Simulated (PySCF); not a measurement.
## How the method moves the proton affinities of 3-methyl-2-butanone

Structure: `CC(=O)C(C)C` (C5H10O). Atom numbers as in the mapped SMILES `[CH3:1][C:2](=[O:3])[CH:4]([CH3:5])[CH3:6]`.

All levels share the PBE0-D3(BJ)/def2-SVP structures and the PBE0-D3(BJ)/def2-SVP thermal terms; only the single-point energies (PySCF) change. Values are proton affinities (298 K, kJ/mol).

Measured (NIST Chemistry WebBook): proton affinity (−ΔH) 836 kJ/mol.

```jsonl
{"level": "TPSS-D3(BJ)/ma-def2-SVP (grid 3)", "O3": "846", "time": "39 s"}
{"level": "ωB97X-D3(BJ)/def2-TZVP", "O3": "851", "time": "–"}
{"level": "TPSS-D3(BJ)/def2-SVPD (grid 3)", "O3": "852", "time": "110 s"}
```

Times are wall times for all single points of a level on 1 thread of Arm Neoverse V2, a shared host; the dash marks the run that also made the structures. TPSS ran on a slower path of this set-up, which computes the density-fitting integrals anew in every SCF cycle while the other levels store them. So the times needn't show the usual order of cost, and those levels read slower than they are.

The spread: 7 kJ/mol, from 846 to 852.

Differences come from unrounded values, so a last digit can differ from that of the printed terms.
